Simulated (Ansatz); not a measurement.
Reaction (substitution at a C–C bond): `CC(=N)C=O` + H–F → `N=C(F)C=O` + CH₄

Program: Ansatz. Geometries: PBE0-D4/def2-TZVP. ΔE: electronic, gas phase. CCSD(T)/CBS is the MP2 limit (def2-TZVPP, def2-QZVPP) plus CCSD(T) − MP2 in def2-TZVPP, frozen cores. This one scheme is used for every species. Functionals use def2-TZVPP. One conformer a species, not always the lowest.

```json
{"level": "r2SCANh-D4", "ΔE (eV)": "0.00"}
{"level": "PBE", "ΔE (eV)": "-0.02"}
```

(1) What does CCSD(T)/CBS give? (Estimate.)

Largest T1 diagnostic among the species: 0.015.

Answers

(1) The calculation gave: +0.22 eV. The listed levels differ from it by -0.22, -0.24 eV.

The D4 term adds +0.07 eV with B3LYP and +0.04 eV with PBE0; it sums over pairs of atoms, weighted by their polarisabilities, and B3LYP, whose exchange is more repulsive, gets the larger term. Leaving LDA and LC-ωPBE aside and taking each functional with its dispersion term where it has one, the values, not all of them listed here, spread over 0.19 eV, from B97M-V to PBE-QIDH. LDA lies +0.06 eV from PBE without D4.

B3LYP here is the variant with VWN-RPA as its local correlation; programs differ in this.
